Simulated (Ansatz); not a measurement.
## C3H4, singlet: reading a ladder of total energies

Geometry: MP2(full)/6-31G*, from the G2/97 set.

```xyz
7

C     0.0000    0.0000    0.8790
C     0.0000   -0.6505   -0.4781
C     0.0000    0.6505   -0.4781
H     0.9124    0.0000    1.4771
H    -0.9124    0.0000    1.4771
H     0.0000   -1.5841   -1.0177
H     0.0000    1.5841   -1.0177
```

Basis cc-pVTZ; Ansatz 0.2.0. Correlated methods freeze the noble-gas cores, which leaves 16 electrons in 143 orbitals. Prefix R: restricted or restricted open-shell reference.

Full CI isn't at hand for all of this; RCCSDT(Q) serves as the reference, and is uncertain by about the last step of the cluster series.

Runs differ by some tens of microhartree through their thresholds, so steps under 0.03 kcal/mol mean nothing.

```json
{"level": "RHF", "total energy (hartree)": "-115.864521"}
{"level": "RMP2", "total energy (hartree)": "-116.351902"}
{"level": "RCCSD", "total energy (hartree)": "-116.373628"}
{"level": "RCCSD(T)", "total energy (hartree)": "-116.397927"}
{"level": "RCCSDT", "total energy (hartree)": "-116.397944"}
{"level": "RCCSDT(Q)", "total energy (hartree)": "-116.399433"}
```

Question: What is the correlation energy at RCCSDT(Q), and what share of it do RMP2 and RCCSDT recover?

Answer: E(corr) = -116.399433 − (-115.864521) = -0.534912 hartree = -14.556 eV. RMP2: -0.487381 / -0.534912 = 91.11 %. RCCSDT: -0.533423 / -0.534912 = 99.72 %.

Question: By how many kcal/mol does RCCSD(T) miss RCCSDT(Q) (1 hartree = 627.509 kcal/mol), and which steps make up the rest?

Answer: -116.397927 − (-116.399433) = 0.001506 hartree = 0.95 kcal/mol. Steps: RCCSDT − RCCSD(T) = -0.01, RCCSDT(Q) − RCCSDT = -0.93 kcal/mol. Differences between like states or geometries often cancel part of this.
